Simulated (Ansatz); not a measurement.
A made-up structure of CH3OS, doublet:

```
6
angstrom
C -0.7591 0.1733 -0.5503
S 0.6640 -0.6961 -0.5122
O 1.4794 -0.0676 0.7841
H 1.1856 -1.8688 -0.9621
H -0.7769 1.2273 -0.3010
H 1.0121 -0.3374 1.5850
```

It is relaxed with PBE-D4/def2-SVP and then PBE0-D4/def2-TZVP (Ansatz 0.2.0). Atoms count as bonded within 1.22 times the sum of their covalent radii (H–H: 0.88 Å). The end point is not checked to be a true minimum.

Does its bonding change? (Judge from chemistry; the calculation decides.)

Computed: No: no bond forms or breaks.

Where it ends: The first stage lowers the energy by 2.28 eV in 10 steps. It ends as CH₃OS ([CH][SH][OH]):
```
6
angstrom
C -0.7013 0.0745 -0.7136
S 0.8561 -0.2915 -0.5754
O 1.7486 -0.2576 0.8747
H 0.7885 -1.6384 -0.6348
H -1.0622 1.0790 -0.5088
H 1.1753 -0.5353 1.6013
```

Labels in which every atom is bracketed show which atoms are joined, not bond orders.

For scale, one of the runs: PBE0-D4/def2-TZVP relaxation, 117 basis functions, launched by `ansatz run in.yaml --threads 2 --pin off --events-out ev --progress --plain --max-ram 4352MiB`. The run took about 28 s on 2 CPU threads of an Arm Neoverse V1 (shared host).
